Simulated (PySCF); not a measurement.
SMILES [CH2]OC (C₂H₅O), doublet at its PBE0/def2-SVP optimised geometry (Å):

```
8

C     -0.5076    -0.3835     2.3057
O     -0.8083    -0.8795     1.0930
C     -0.2964    -0.1698     0.0000
H     -0.2956     0.6894     2.3940
H     -0.9613    -0.9325     3.1324
H     -0.6471     0.8795     0.0000
H      0.8083    -0.1698     0.0000
H     -0.6534    -0.6617    -0.9145
```

Calculation: unrestricted PBE0/def2-TZVP (PySCF 2.14.0). Cells within 0.4 Å of a nucleus heavier than hydrogen are left out (blank, or x).

Map of the log10 of the electron density (e/bohr³), floored at −4 on the plane z = 0.8 Å:

```
|0000000000000000000000000000000|
|0000000000000000000000000000000|
|0000000000000000000000000000000|
|0000000000111110000000000000000|
|0000000011122211100000000000000|
|0000000112222222211000000000000|
|0000001222333333221100000000000|
|0000011233344443322110000000000|
|0000012234444444332221100000000|
|0000112344555554433322110000000|
|0000122344555555444332211000000|
|0000123345566665554433321100000|
|0001123445566666555444322100000|
|0001233455666666655554432210000|
|0011234556677776666554433210000|
|0012344566777777666655433210000|
|0012345677888887766655433210000|
|0123456678999887766655433210000|
|0123456789999987766554432210000|
|0123456789xxx987665544332110000|
|0123456789xxx987655443322100000|
|0123456789999987654433221100000|
|0123445678898876554322211000000|
|0012345667787766543221100000000|
|0012334566666665433211000000000|
|0001233455555554332110000000000|
|0001123344444443321100000000000|
|0000112233333332211000000000000|
|0000001122222221100000000000000|
|0000000011111111000000000000000|
|0000000000000000000000000000000|
```
Scale: ten equal steps from -4.00 (start of '0') to -0.182 (end of '9'), in the order '0123456789'; x runs from -3.00 to 3.00, y from -3.00 (bottom) to 3.00 (top).
